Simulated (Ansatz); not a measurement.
Gas-phase reaction in SMILES: [OH] (HO) -> [OH] (HO) as triplet, charge +1 + e-
Geometries: B3LYP-D3(BJ)/def2-TZVP minima from Ansatz (an electronic-structure program).

Quantity: adiabatic ionisation energy (electronic energy difference), in eV. Cores are frozen in the correlated levels unless marked. Open shells are spin-unrestricted. Spin-orbit coupling is left out. No relativistic terms. CBS marks a two-point X^-3 extrapolation of the correlation energy; Hartree-Fock from the larger set (for Q and 5 zeta extrapolated as (X+1)exp(-9√X)).

CCSD(T)/CBS(cc-pVQZ,cc-pV5Z) (Ansatz) gives 13.05 eV.

### Question
Another calculation gave 13.12 eV. Which level was it?
A. r2SCAN0/def2-TZVPD (Ansatz)
B. CAM-B3LYP/def2-TZVPD (Ansatz)
C. SVWN5/def2-TZVPD (Ansatz)
D. B97M-V/def2-TZVPD (Ansatz)

### Answer
D, B97M-V/def2-TZVPD (Ansatz). The others give 12.91 (r2SCAN0), 13.23 (CAM-B3LYP), 13.38 (SVWN5) eV.
